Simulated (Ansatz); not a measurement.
A made-up structure of CH4FSi (charge +1), closed shell:

C1  (-0.703, 0.403, -0.253)
Si2  (0.799, -0.430, 0.281)
F3  (0.769, -1.938, 0.609)
H4  (1.142, 0.902, 0.635)
H5  (-0.524, 0.863, -1.234)
H6  (-0.921, 1.222, 0.446)
H7  (2.132, 0.162, 0.459)
(Å)

It is relaxed with PBE-D4/def2-SVP and then PBE0-D4/def2-TZVP (Ansatz 0.2.0). Atoms count as bonded within 1.22 times the sum of their covalent radii (H–H: 0.88 Å). The end point is not checked to be a true minimum.

(1) Does its bonding change? (A judgement: the text doesn't fix the answer.)

## Answers

(1) The calculation gives: Yes. Formed: C1–H4; broken: Si2–H4.

Where it ends: The first stage lowers the energy by 5.43 eV in 12 steps. It ends as CH₄FSi ([CH3][SiH][F]), total charge +1:
```
atom    x (Å)    y (Å)    z (Å)
  C1  -0.1634   0.7987  -0.0200
 Si2   1.0161  -0.5219   0.2977
  F3   0.5435  -1.8305   0.9681
  H4   0.1797   1.7093   0.4901
  H5  -0.1647   1.0204  -1.0960
  H6  -1.1698   0.5365   0.3124
  H7   2.4529  -0.5289  -0.0106
```

Labels in which every atom is bracketed show which atoms are joined, not bond orders.

For scale, one of the runs: PBE0-D4/def2-TZVP relaxation, 123 basis functions, launched by `ansatz run in.yaml --threads 2 --pin off --events-out ev --progress --plain --max-ram 4352MiB`. Hardware: 2 CPU threads of an Intel Xeon Platinum 8259CL, shared host. Wall time about 84 s.
